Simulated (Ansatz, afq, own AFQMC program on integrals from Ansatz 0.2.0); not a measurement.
# InH$_{2}$⁺, singlet in def2-TZVP, levels against full CI

```tsv
atom	x (Å)	y (Å)	z (Å)
In	0.0000	0.0000	0.0000
H	0.0000	0.0000	-1.6654
H	0.0000	0.0000	1.6654
```

Basis def2-TZVP with its core potentials. Noble-gas cores (and the filled d shells of Ga–Kr and In–Xe) are frozen. Ansatz 0.2.0 and our own AFQMC program on the same integrals; the CISD trial comes from CCSD amplitudes, and released means the phaseless constraint is let go. Free AFQMC starts from the CCSD state and is never constrained. Its projection time is finite, and what remains of the start isn't in its error. Uncertainties: one standard error, sampling alone. No spin–orbit coupling.

Determinant: RHF, the one that the program's search chose, which needn't be the lowest solution. The geometry is a point of a scan.

Full CI on the same integrals is exact in this basis and with this determinant's frozen core.

Cautions: no spin-orbit coupling; inner d shell frozen.

```
T1 diagnostic                               : 0.0107
weight of the determinant in the CISD state : 0.951
size of the correlated space                : 4 electrons in 53 orbitals
```

```json
{"level": "MP2", "correlation energy (eV)": "-1.3913"}
{"level": "CCSD", "correlation energy (eV)": "-1.8190"}
{"level": "CCSD(T)", "correlation energy (eV)": "-1.8383"}
```

Question: Estimate where phaseless AFQMC with a CISD trial lies against CCSD(T) on the same integrals.

Answer: 0.20 ± 0.02 mEh below CCSD(T).

Reference: full CI, correlation energy -1.845 eV. The released energy is read at 2.40 1/Eh (meV from the phaseless value at times in 1/Eh: 0.3 ± 0.4 at 0.24, 0.3 ± 0.3 at 0.51, -0.1 ± 0.3 at 0.99, -1.2 ± 0.3 at 1.62, -1.1 ± 0.3 at 2.40).

```json
{"level": "CCSD(T)", "E − E(reference) (mEh)": "0.26", "share of correlation (%)": "99.62"}
{"level": "CCSDT", "E − E(reference) (mEh)": "0.02", "share of correlation (%)": "99.97"}
{"level": "CCSDT(Q)", "E − E(reference) (mEh)": "0.01", "share of correlation (%)": "99.99"}
{"level": "ph-AFQMC/HF", "E − E(reference) (mEh)": "-1.02 ± 0.51", "share of correlation (%)": "101.51"}
{"level": "ph-AFQMC/CISD", "E − E(reference) (mEh)": "0.05 ± 0.02", "share of correlation (%)": "99.92"}
{"level": "released AFQMC", "E − E(reference) (mEh)": "0.01 ± 0.01", "share of correlation (%)": "99.98"}
{"level": "free AFQMC", "E − E(reference) (mEh)": "0.00 ± 0.009", "share of correlation (%)": "100.00"}
```

CCSDT and higher add their correlation energy to the determinant of the CCSD(T) run, since their own runs factorise the integrals more tightly (a shift of under 2 meV). Free projections are given only where their last times agree within the noise and don't stop above the reference; a slow remainder of the start can still hide under it. A walk keeps the symmetry of its determinant, which the program's search chose and which needn't be the lowest solution, so a lower state of the same spin and another symmetry isn't excluded. Released energies are given only where the last usable release times agree within the noise; a slower fall can still hide under it.
